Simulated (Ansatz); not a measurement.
The input, for Ansatz 0.2.0:

```yaml
crystal:
  periodic: [false, false, false]
  atoms:
    - {symbol: Al, position_ang: [0.000000, 0.000000, 0.000000]}
    - {symbol: P, position_ang: [0.000000, 0.000000, 2.208000]}
basis:
  gaussian: {orbitals: STO-3G, point_charges: [{charge: 0.50, position_ang: [3.908, -0.135, -0.075]}]}
magnetization: {spin_polarized: true, initial_magnetization: 4}
hamiltonian: {xc: {name: PBE}, pseudopotentials: {relativity: scalar}}
correlation: {method: bccd_t, electrons: all, diis_vectors: 1}
```

```sh
$ ansatz run in.yaml --threads 1 --pin off --events-out ev --progress --plain --max-ram 2393MiB
```

The program prints:

```
186 factors; integrals over basis functions are off by at most 7.3e-6 eV
mean field evaluation 1: about -15710.4696 eV, gradient 2.5e0 eV
mean field evaluation 2: about -15710.4692 eV, gradient 2.5e0 eV
mean field evaluation 4: about -15710.5418 eV, gradient 1.0e0 eV
mean field evaluation 8: about -15710.5556 eV, gradient 3.5e-4 eV
mean field evaluation 16: about -15710.4630 eV, gradient 3.7e-1 eV
mean field evaluation 32: about -15710.4847 eV, gradient 1.4e-1 eV
mean field -15710.55563201 eV, -577.3522704793 hartree, gradient 1.7e-7 eV, S^2 6.001450; 4 other end points of the search recorded, 0 dependent functions left out
reference -15692.38808328 eV, -576.6846253779 hartree; 16, 12 occupied and 2, 6 virtual orbitals, 186 factors
second order -0.73018442 eV of doubles, -0.26603496 eV of singles
cycle   1  -1.09728773 eV  change   -1.1e-1 eV  update   4.6e-2
cycle   2  -1.19251146 eV  change   -9.5e-2 eV  update   2.0e-2
cycle   3  -1.20974655 eV  change   -1.7e-2 eV  update   7.1e-3
cycle   4  -1.21587521 eV  change   -6.1e-3 eV  update   3.3e-3
cycle   5  -1.21624733 eV  change   -3.7e-4 eV  update   1.6e-3
cycle   6  -1.21582771 eV  change    4.2e-4 eV  update   6.1e-4
cycle   7  -1.21526297 eV  change    5.6e-4 eV  update   2.8e-4
cycle   8  -1.21510766 eV  change    1.6e-4 eV  update   1.2e-4
cycle   9  -1.21499738 eV  change    1.1e-4 eV  update   6.3e-5
cycle  10  -1.21497942 eV  change    1.8e-5 eV  update   3.0e-5
perturbative correction -0.01607479 eV, -0.0005907375 hartree
Total energy: -15693.61913749 eV, -576.7298657856 hartree
Relativity: scalar
```

Ran on 1 thread of Intel Xeon Platinum 8488C, shared host: 0.87 s wall, 0.1 GiB peak host memory.
